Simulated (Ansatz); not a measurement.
# SiPH (singlet): the correlation ladder, 6-31G

The task here is to estimate one member of a computed series from the others.

Program: Ansatz 0.2.0, Gaussian basis. Level of theory: 6-31G, core rule «outside noble gas», up to 10 orbitals frozen. These are calculated values, not measurements.

To be run: UHF; CCSD(T) on RHF; CCSD(T) on UHF; BCCD(T) on RHF; CISD; CCSDT(Q) on RHF; CCSDT(Q) on UHF; CCSDTQ on RHF; CCSDTQ on UHF; CASSCF and MRCISD+Q, 10 electrons in 9 orbitals; CASSCF and NEVPT2, 10 electrons in 9 orbitals; Full CI.

4 further runs of the same task are left out: 4 set aside as unsound or not needed.

**The geometry**

The geometry is a PBE0/def2-TZVP stationary point (not a proven minimum).

3 atoms, charge 0, spin multiplicity 1.

Atoms are counted from 1 here; the program's logs count them from 0.

Bond lengths: Si1–P2 2.045 Å, P2–H3 1.492 Å. Angles: Si1–P2–H3 60.6°.

Set-up of the first run:

Contents of in.yaml:

```yaml
crystal:
  periodic: [false, false, false]
  atoms:
    - {symbol: Si, position_ang: [0.000000, -0.009804, 1.076668]}
    - {symbol: P, position_ang: [0.000000, -0.032609, -0.968123]}
    - {symbol: H, position_ang: [0.000000, 1.275240, -0.250352]}
basis:
  gaussian: {orbitals: 6-31G}
magnetization: {spin_polarized: true, initial_magnetization: 0}
hamiltonian: {xc: hf}
output: {orbitals: {seedname: orbitals}}
```

On the command line:

```bash
$ ansatz run in.yaml --threads 1 --pin off --events-out ev --progress --plain --max-ram 4096MiB --backend cpu
```

Steps of the session up to this table: UHF; CCSD(T) on RHF; CCSD(T) on UHF; BCCD(T) on RHF; CISD; CCSDT(Q) on RHF; CCSDT(Q) on UHF; CCSDTQ on RHF; CCSDTQ on UHF; CASSCF and MRCISD+Q, 10 electrons in 9 orbitals; CASSCF and NEVPT2, 10 electrons in 9 orbitals; Full CI.

One table of the session follows, with a row left open; its other results are not shown here.

```
          method  from FCI (kcal/mol)
             RHF               +84.07
             UHF               +83.87
            RMP2               +14.18
            CISD                +9.61
           RCCSD                +3.89
        RCCSD(T)                +0.79
         BCCD(T)                    ?
          RCCSDT                +0.38
       RCCSDT(Q)                +0.05
         RCCSDTQ                +0.04
  CASSCF valence               +24.09
  NEVPT2 valence                +6.59
  MRCISD valence                +0.81
MRCISD+Q valence                +0.14
             FCI                    0
```

Q: Estimate the row for BCCD(T) from the others.

**Answer.** from FCI (kcal/mol): +0.82. In the column «from FCI (kcal/mol)» it lies between MRCISD valence (+0.81) and RCCSD (+3.89).
